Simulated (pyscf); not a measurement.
PySCF, gas phase, ωB97X-D3(BJ)/def2-SVP geometries.

Estimate the classical barrier height and the reaction energy of H₂N–SiH(OH)–Cl + HCl → H₂N–SiH(Cl)–Cl + H₂O at ωB97M-D3(BJ)/def2-TZVP. The step runs on the singlet surface, breaks O–Si, Cl–H and forms Cl–Si, H–O; take the separated reactants as zero.

ΔE‡ = 48.8 kJ/mol, ΔE = +12.1 kJ/mol. Zero-point energy shifts the barrier by +8.5 kJ/mol. It is a four-centre exchange, with an imaginary mode of 283i cm⁻¹. On the reactant side the descent ends in a complex, 22.5 kJ/mol under the separated species and 67.0 kJ/mol under the saddle at ωB97X-D3(BJ)/def2-TZVP. On the product side the descent ends in an adduct with a O–Si contact, 22.8 kJ/mol over the separated species and 17.9 kJ/mol under the saddle at ωB97X-D3(BJ)/def2-TZVP. What is counted as broken (O–Si) persists as a longer contact in the product adduct; parting that adduct is a step of its own. This is the saddle that the search found; another between the same sides may lie lower.
